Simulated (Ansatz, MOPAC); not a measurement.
Molecule: C2H5O, charge 0, multiplicity 2. SMILES: [CH2]OC

Atoms: C1, O2, C3, H4, H5, H6, H7, H8. Bonds: C1-O2, C1-H4, C1-H5, O2-C3, C3-H6, C3-H7, C3-H8.

Bond lengths (Å) and angles (degrees) optimised at MNDO with MOPAC; B3LYP/6-31G* with Ansatz (an electronic-structure program); MP2/6-31G* with Ansatz, each started from the B3LYP-D3(BJ)/def2-TZVP structure (Ansatz) of the last column. A row stands for all coordinates that are equal there; 12 of 17 kinds are shown. 6-31G* holds six Cartesian d functions. No wavenumbers were computed at MNDO, MP2/6-31G*, so these may be saddle points.

| coordinate | MNDO | B3LYP/6-31G* | MP2/6-31G* | B3LYP-D3(BJ)/def2-TZVP |
|---|---|---|---|---|
| C1-O2 | 1.343 | 1.360 | 1.365 | 1.352 |
| C1-H4 | 1.085 | 1.090 | 1.088 | 1.084 |
| C1-H5 | 1.086 | 1.084 | 1.082 | 1.079 |
| O2-C3 | 1.402 | 1.420 | 1.426 | 1.420 |
| C3-H6 | 1.115 | 1.092 | 1.089 | 1.088 |
| C3-H7 | 1.117 | 1.098 | 1.094 | 1.094 |
| C3-H8 | 1.117 | 1.100 | 1.096 | 1.095 |
| C1-O2-C3 | 120.4 | 114.9 | 113.4 | 115.2 |
| O2-C1-H4 | 123.1 | 117.9 | 117.5 | 118.6 |
| O2-C1-H5 | 115.5 | 112.8 | 112.4 | 114.0 |
| O2-C3-H6 | 107.1 | 106.9 | 106.5 | 107.0 |
| O2-C3-H7 | 112.3 | 111.0 | 110.8 | 110.6 |

Mean signed difference of all 7 bond lengths from B3LYP-D3(BJ)/def2-TZVP: MNDO 0.008 Å, B3LYP/6-31G* 0.005 Å, MP2/6-31G* 0.004 Å.
